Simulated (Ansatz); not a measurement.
## Structure relaxation of Na₂MgSb₂O₆

Computed with DFT PBE, scalar-relativistic, plane waves, PAW in Ansatz. Cutoff 420 eV, Γ-centred k mesh, Gaussian smearing, no spin polarisation in the final step.

A relaxed cell is given with its space group left out.

```xyz
11
Lattice="2.8017 1.6176 5.7186 -2.8017 1.6176 5.7186 0.0000 -3.2351 5.7186" Properties=species:S:1:pos:R:3 pbc="T T T"
Na    0.0000    0.0000   11.4529
Na    0.0000    0.0000    5.7028
Mg    0.0000    0.0000    8.5778
Sb    0.0000    0.0000   14.5385
Sb    0.0000    0.0000    2.6172
O     1.8585    0.1886    9.6455
O    -0.7659   -1.7038    9.6455
O    -1.0926    1.5152    9.6455
O    -1.8585   -0.1886    7.5102
O     1.0926   -1.5152    7.5102
O     0.7659    1.7038    7.5102
```

Formation energies are uncorrected and refer to the elements' standard structures at the same level (O₂ as a molecule).

What space group does it have?

R-3 (No. 148). Conventional cell: a = 5.603 Å, c = 17.156 Å. Around Na lie 6 O at 2.47–2.60 Å, 1 Mg at 2.88 Å, 1 Sb at 3.09 Å and 3 Na at 3.24 Å; Mg has 6 O at 2.15 Å; around Sb lie 6 O at 2.16–2.20 Å; O is coordinated by 1 Mg at 2.15 Å, 2 Sb at 2.16–2.20 Å and 1 Na at 2.47 Å (next Na at 2.60 Å).

What is its formation energy per atom?

-1.54 eV/atom.

Is it a metal?

Yes, bands cross the Fermi level on the 12×12×12 mesh.

The final run used a 12×12×12 mesh on its 11-atom cell and 0.10 eV smearing. For metals, differences of a few meV/atom aren't resolved. Spin–orbit coupling is left out.

The bands only touch here, so at this level the crystal is a zero-gap semiconductor or semimetal, not an ordinary metal; spin–orbit coupling, left out, can open or move such a gap.

Cost: 2 runs of about 19 core-minutes in all, on Arm Neoverse V2 (shared hosts).